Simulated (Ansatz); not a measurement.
Diborane mono Me (CH8B2), 11 atoms. Hardware: 4 threads of Arm Neoverse V1 on a shared host.

How many basis functions does each of these Ansatz runs have, and roughly what does it cost? r2SCAN-D4/def2-TZVP, charge 0 singlet, relaxation, 4 steps; r2SCAN0-D4/def2-TZVP, charge 0 singlet, energy, from earlier orbitals; HF/STO-3G, charge 0 singlet, energy; PBE-D4/def2-TZVP, charge 0 singlet, energy, from earlier orbitals; PBE0-D4/def2-SVP, charge 0 singlet, energy with a search over starts; PBE-D4/def2-TZVP, charge 0 triplet at the geometry of the charge 0 singlet, energy, from earlier orbitals; r2SCAN-D4/def2-TZVP, charge 0 triplet at the geometry of the charge 0 singlet, energy, from earlier orbitals; HSE06-D4/def2-TZVP, charge 0 singlet, energy, from earlier orbitals; PBE0-D4/def2-TZVP, charge 0 triplet at the geometry of the charge 0 singlet, energy; r2SCAN-D4/def2-TZVP, charge 1 doublet at the geometry of the charge 0 singlet, energy, from earlier orbitals; PBE0-D4/def2-SVP, charge 0 singlet, energy, from earlier orbitals; PBE-D4/def2-TZVP, charge 1 doublet at the geometry of the charge 0 singlet, energy, from earlier orbitals.

Other jobs shared the machine, so times can vary by a factor of up to 3. A dash marks memory too small to be measured apart from the calling script's.

```csv
run,functions,fitting or Cholesky vectors,wall time,peak host memory (GiB)
"HF/STO-3G, charge 0 singlet, energy",23,315,0.1 s,–
"PBE0-D4/def2-SVP, charge 0 singlet, energy, from earlier orbitals",82,930,0.5 s,–
"PBE0-D4/def2-SVP, charge 0 singlet, energy with a search over starts",82,930,0.7 s,–
"HSE06-D4/def2-TZVP, charge 0 singlet, energy, from earlier orbitals",141,870,0.95 s,–
"PBE-D4/def2-TZVP, charge 1 doublet at the geometry of the charge 0 singlet, energy, from earlier orbitals",141,870,1.4 s,–
"PBE-D4/def2-TZVP, charge 0 singlet, energy, from earlier orbitals",141,870,1.6 s,–
"PBE-D4/def2-TZVP, charge 0 triplet at the geometry of the charge 0 singlet, energy, from earlier orbitals",141,870,1.6 s,–
"r2SCAN0-D4/def2-TZVP, charge 0 singlet, energy, from earlier orbitals",141,870,1.6 s,–
"PBE0-D4/def2-TZVP, charge 0 triplet at the geometry of the charge 0 singlet, energy",141,870,2.4 s,–
"r2SCAN-D4/def2-TZVP, charge 1 doublet at the geometry of the charge 0 singlet, energy, from earlier orbitals",141,870,2.7 s,–
"r2SCAN-D4/def2-TZVP, charge 0 triplet at the geometry of the charge 0 singlet, energy, from earlier orbitals",141,870,2.8 s,–
"r2SCAN-D4/def2-TZVP, charge 0 singlet, relaxation, 4 steps",141,870,5.5 s,–
```
